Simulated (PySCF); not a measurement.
C3H4FN.
Structure used (PBE0-D3(BJ)/def2-SVP), in Å, numbered top down from 1:
```
atom  x, y, z in Å
C1    -1.7773   -0.1098   -0.2635
N2    -0.6222   -0.5975   -0.0604
C3     0.4490    0.2677    0.0660
C4     1.6977   -0.1681    0.2813
F5     2.0133   -1.4434    0.3917
H6    -2.6379   -0.7839   -0.3642
H7    -1.9735    0.9780   -0.3471
H8     0.3012    1.3570   -0.0090
H9     2.5547    0.5044    0.3818
```

Computed with core-valence-separated Tamm–Dancoff BHandHLYP/aug-pcX-1 (pcseg-1 on H) in PySCF, non-relativistic, gas phase, PBE0-D3(BJ)/def2-SVP geometry. No empirical shift is added; at this level the pattern usually sits a few eV under experiment.

(1) What does the C 1s absorption edge look like?

(2) Give energies, oscillator strengths and core holes at the F K edge.

(3) What does the N 1s absorption edge look like?

Answers

(1) 
```tsv
E (eV)	f	core hole on	main final orbital	polarisation
282.55	0.0648	C1	LUMO (81 %)	out of plane
283.61	0.0473	C3	LUMO (62 %)	out of plane
284.41	0.0675	C4	LUMO (61 %)	out of plane
286.26	0.0153	C3	LUMO (35 %)	out of plane
286.50	0.0232	C3	LUMO+2 (46 %)	in plane
286.97	0.0135	C1	LUMO+1 (83 %)	in plane
287.62	0.0330	C1	LUMO+6 (36 %)	in plane
287.68	0.0403	C4	LUMO+2 (50 %)	in plane
287.74	0.0067	C3	LUMO+3 (46 %)	in plane
287.95	0.0001	C3	LUMO+1 (46 %)	–
288.32	0.0050	C1	LUMO+4 (94 %)	out of plane
288.35	0.0059	C3	LUMO+7 (49 %)	out of plane
288.50	0.0012	C1	LUMO+2 (42 %)	in plane
288.55	0.0230	C3 + C4	spread (2 roots, f summed)	in plane
```

The first line with a tenth or more of the strongest one's intensity is at 282.55 eV (f = 0.065), with the hole on C1 (imine carbon), polarised out of plane: a 1s→π* resonance. The strongest listed is at 284.41 eV (f = 0.068; C4, 1s→π*).

(2) 
```tsv
E (eV)	f	core hole on	main final orbital	polarisation
685.30	0.0095	F5	LUMO (79 %)	out of plane
686.49	0.0197	F5	spread	in plane
687.63	0.0110	F5	LUMO+2 (64 %)	in plane
688.25	0.0078	F5	LUMO+1/LUMO+4 (2 roots, f summed)	mixed
688.75	0.0060	F5	LUMO+1/LUMO+7 (2 roots, f summed)	mixed
```

The first line with a tenth or more of the strongest one's intensity is at 685.30 eV (f = 0.010), with the hole on F5 (vinyl fluorine), polarised out of plane. The strongest listed is at 686.49 eV (f = 0.020; F5).

(3) 
```
E (eV)       f  core hole on                 main final orbital  polarisation
396.19  0.0578            N2                        LUMO (75 %)  out of plane
400.97  0.0085            N2                      LUMO+4 (54 %)  out of plane
401.47  0.0031            N2                      LUMO+1 (65 %)      in plane
402.01  0.0013            N2  LUMO+2/LUMO+3 (2 roots, f summed)      in plane
402.68  0.0088            N2                      LUMO+6 (73 %)      in plane
402.79  0.0003            N2                      LUMO+7 (44 %)             –
```

The first line with a tenth or more of the strongest one's intensity is at 396.19 eV (f = 0.058), with the hole on N2 (imine nitrogen), polarised out of plane: a 1s→π* resonance. It is also the strongest listed.

Roots within 0.03 eV whose holes lie on the same, on equivalent or on shared atoms are summed into one line, and the highest roots are left out, as the search may have cut off their partners. Final orbitals are the ground state's empty Kohn–Sham orbitals. A dash: too weak, shared between unlike atoms, or no plane or axis to refer to.

**Question.** What length of transition dipole belongs to the line at 284.41 eV?

**Answer.** From f = (2/3) ΔE |μ|² in atomic units, with ΔE = 10.452 Eh and f = 0.0675: |μ| = 0.098 au = 0.25 D.

The list ends where the root search ended, not at a threshold.

Cost: about 22 s of CPU time on one thread; the machine was shared, so the figure is rough.

One conformer stands for the species.
